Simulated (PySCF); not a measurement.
# Worked example for methyl acrylate: proton affinity at atom O4

Structure: `C=CC(=O)OC` (C4H6O2). Numbering: `[CH2:1]=[CH:2][C:3](=[O:4])[O:5][CH3:6]`

These are calculated values, ωB97X-D3(BJ)/def2-TZVP in PySCF (grid level 2) at geometries from PBE0-D3(BJ)/def2-SVP. Zero-point and thermal terms (298.15 K, 1 bar) come from unscaled PBE0-D3(BJ)/def2-SVP harmonic frequencies, with soft modes damped to free rotors in the entropy.

Step: `C=CC(=[OH+])OC` → `C=CC(=O)OC` + H⁺.

| species | charge | multiplicity | E / Eh |
| --- | --- | --- | --- |
| `C=CC(=[OH+])OC` | 1 | 1 | -307.018825 |
| `C=CC(=O)OC` | 0 | 1 | -306.689947 |

Thermal terms, products less reactant: Δ(H − E) = -27.26 kJ/mol, Δ(G − E) = -58.00 kJ/mol (the bare proton has no electronic energy, H = 5/2 RT). 1 Eh = 2625.50 kJ/mol.

**Question.** What are ΔE, ΔH and ΔG of this step?

**Answer.** ΔE = 0.328878 Eh = 863.47 kJ/mol; ΔH = 836.2 kJ/mol; ΔG = 805.5 kJ/mol, all in the gas phase at 298.15 K and 1 bar. The digits show the arithmetic; the method itself can be off by 10 kJ/mol or more.
